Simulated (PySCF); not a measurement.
Species: 2-methyl-3-oxopropanenitrile, C4H5NO.
Cartesian coordinates in Å at the PBE0-D3(BJ)/def2-TZVP level; atoms count from 1:
```
atom  x, y, z in Å
C1    -0.8533   -0.8960   -0.1939
C2    -0.0974    0.3348    0.3267
C3    -0.3117    1.4892   -0.5327
N4    -0.4509    2.3910   -1.2320
C5     1.3885   -0.0011    0.3911
O6     1.9255   -0.3613    1.3951
H7    -0.4857   -1.1900   -1.1786
H8    -1.9176   -0.6773   -0.2784
H9    -0.7134   -1.7258    0.4992
H10   -0.4241    0.5756    1.3414
H11    1.9293    0.0685   -0.5749
```

Computed, not measured: PySCF, PBE0-D3(BJ)/def2-TZVP geometry optimisation, gas phase.

Masses are those of the commonest isotopes; rigid-rotor values at the optimised geometry. The values belong to one conformer with, in the numbering `[CH3:1][C@H:2]([C:3]#[N:4])[CH:5]=[O:6]`, C1–C2–C5–O6 -97°.

What are A, B and C (GHz)?

Ia = 82.20, Ib = 196.28, Ic = 259.48 u·Å²; 505379 MHz·u·Å²/I gives 6148, 2575 and 1948 MHz, that is A = 6.1481, B = 2.5748, C = 1.9477 GHz.

What kind of rotor is it?

An asymmetric top. Ray's parameter κ = (2B − A − C)/(A − C) = -0.701; −1 is the prolate and +1 the oblate limit.

What does the inertial defect say?

Not planar: Δ = Ic − Ia − Ib = -19.00 u·Å². For a rigid frame Δ = −2 Σ m c², so Σ m c² = 9.50 u·Å² lies off the ab plane: 5.60 from hydrogen and 3.90 from heavier atoms. The atom farthest from that plane is 1.44 Å away.

Predict some low-J microwave lines.

The dipole components are |μa| = 1.15 D, |μb| = 2.60 D, |μc| = 0.16 D. The squared components, which scale the intensities, stand as 0.19 : 1.00 : 0.00 (a : b : c). Some lines, for components of 0.1 D or more:

```csv
type,branch,"J(Ka,Kc)",MHz,lower level (cm⁻¹)
a,Q,"1(1,0) ← 1(1,1)",627,0.270
a,Q,"2(1,1) ← 2(1,2)",1882,0.551
c,Q,"2(1,2) ← 2(0,2)",3022,0.450
c,Q,"1(1,1) ← 1(0,1)",3573,0.151
b,Q,"1(1,0) ← 1(0,1)",4200,0.151
a,R,"1(0,1) ← 0(0,0)",4522,0.000
b,Q,"2(1,1) ← 2(0,2)",4903,0.450
b,R,"2(0,2) ← 1(1,1)",5396,0.270
b,R,"1(1,1) ← 0(0,0)",8096,0.000
a,R,"2(1,2) ← 1(1,1)",8418,0.270
c,R,"1(1,0) ← 0(0,0)",8723,0.000
a,R,"2(0,2) ← 1(0,1)",8969,0.151
a,R,"2(1,1) ← 1(1,0)",9672,0.291
c,Q,"2(2,1) ← 2(1,1)",10720,0.614
b,Q,"2(2,0) ← 2(1,1)",10795,0.614
b,R,"2(1,2) ← 1(0,1)",11991,0.151
b,Q,"2(2,1) ← 2(1,2)",12601,0.551
b,R,"2(2,1) ← 1(1,0)",20392,0.291
c,R,"2(2,0) ← 1(1,0)",20468,0.291
c,R,"2(2,1) ← 1(1,1)",21019,0.270
b,R,"2(2,0) ← 1(1,1)",21095,0.270
```

Estimate the classical rotational partition function at 10 K, 100 K and 500 K.

Point group C1, symmetry number σ = 1; q = (√π/σ)·√((kT/h)³/(ABC)), k/h = 20836.6 MHz/K: 960 at 10 K, 30400 at 100 K, 339000 at 500 K.

Stationary, but not proved a minimum. These are rigid-rotor constants of the computed structure; measured ground-state constants (B0) also hold zero-point vibration. A rigid rotor knows nothing of internal rotation, which can split or shift real lines. Quadrupole hyperfine structure (14N) is left out.

Time: 2.5 min; peak memory 0.88 GiB. Hardware: an Arm Neoverse V2 with one thread, no GPU, shared host. These figures are those of the optimisation.
